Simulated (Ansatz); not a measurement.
# AlBH4S: the cost of one run

Program: Ansatz 0.2.0. Level of theory: RKS B3LYP/cc-pVDZ. These are calculated values, not measurements.

## 1. The structure to begin with

Bond lengths: B1–Al2 2.072 Å, Al2–S3 2.205 Å, B1–H4 1.179 Å, B1–H5 1.178 Å, Al2–H6 1.563 Å, S3–H7 1.333 Å. Angles: B1–Al2–S3 121.4°, B1–Al2–H6 131.1°, S3–Al2–H6 107.6°, Al2–B1–H4 121.7°, Al2–B1–H5 123.8°, H4–B1–H5 113.8°, Al2–S3–H7 88.5°.

Structure file:

```xyz
7

B    -1.3894    0.4890   -0.7687
Al    0.2996    0.1819    0.3912
S     1.6473   -1.5251    0.0274
H    -2.3116   -0.2440   -0.7258
H    -1.4523    1.2828   -1.6362
H     0.8913    1.0045    1.5812
H     2.3150   -1.1892    1.1309
```

## 2. Relaxing end A

File input.yaml:

```yaml
crystal:
  periodic: [false, false, false]
  atoms:
    - { symbol: B, position_ang: [-1.38943, 0.48902, -0.7687] }
    - { symbol: Al, position_ang: [0.2996, 0.18185, 0.39119] }
    - { symbol: S, position_ang: [1.64731, -1.52506, 0.02744] }
    - { symbol: H, position_ang: [-2.31156, -0.24396, -0.72578] }
    - { symbol: H, position_ang: [-1.45226, 1.2828, -1.63619] }
    - { symbol: H, position_ang: [0.89135, 1.00452, 1.58116] }
    - { symbol: H, position_ang: [2.31498, -1.18916, 1.13088] }
basis:
  gaussian: { orbitals: cc-pVDZ }
hamiltonian:
  xc: b3lyp
relax:
  f_tol: 0.015
  max_steps: 40
```

Started as:

```bash
> ansatz run input.yaml --threads 1 --pin off --max-ram 2048MiB --backend cpu --events-out ev --progress --plain --runs-dir out
```

What time and memory should one allow on 1 thread of Intel Xeon 6975P-C (Granite Rapids), shared host?

About 15 s, with a peak of 0.15 GiB.
